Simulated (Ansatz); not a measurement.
# BNH$_{3}$: competing structures and spins

Ansatz 0.2.0, basis cc-pVDZ; geometries are PBE0/def2-TZVP minima. Wave-function levels freeze the cores; HF, MP2 and coupled cluster are restricted for singlets and unrestricted otherwise, Kohn–Sham unrestricted where that lies lower. The reference is CCSDT(Q) (coupled cluster only where its series has nearly closed). Semilocal and hybrid functionals correlate all electrons outside any core potential and usually lie nearer their basis limit than the reference, so part of their error here is the reference's basis and frozen-core error; RPA and the MP2 part of double hybrids freeze the same cores as the reference. None of these values is a measured one. Energies are electronic, without zero-point terms. The set is small: such energies can lie up to about 0.3 eV from the limit, spin gaps mostly less, so near ties and functionals' places can change in larger sets. No spin–orbit coupling and no scalar relativity. The species are chosen: bound, without strong static correlation by their natural occupations or amplitudes, and with a ladder that closes on the reference, so errors are smaller than for species at large; levels whose determinant breaks symmetry or spin markedly are left out.

A. doublet; B–N 1.374, B–H 1.195, N–H 1.007/1.011, angles at N 113/123/124°, angles at B 125°. Coordinates (Å): B 0.000 -0.180 0.787; N 0.000 0.067 -0.565; H 0.000 0.658 1.639; H 0.000 0.996 -0.965; H 0.000 -0.662 -1.259
B. doublet; B–N 1.329, B–H 1.203/1.210, N–H 0.999, angles at N 164°, angles at B 119/120/121°. Coordinates (Å): B 0.000 0.025 0.707; N 0.000 -0.043 -0.620; H 0.000 1.115 1.232; H 0.000 -0.969 1.386; H 0.000 0.191 -1.591

Question: From bonding and spin, estimate the order of these in energy at CCSDT(Q), each at its own geometry.

Answer: At CCSDT(Q), above the lowest of those listed: A (0.000 eV), B (0.408 eV).

```tsv
level	B less A (eV)
CCSDT(Q)	0.408
HF	0.344
CCSD	0.428
CCSD(T)	0.421
PBE	0.335
r2SCAN	0.369
PBE0	0.422
B3LYP	0.310
wB97M-V	0.363
RPA-PBE	0.386
```

Every level shown puts the same form lowest.

The geometries are PBE0's, not this basis's own minima.
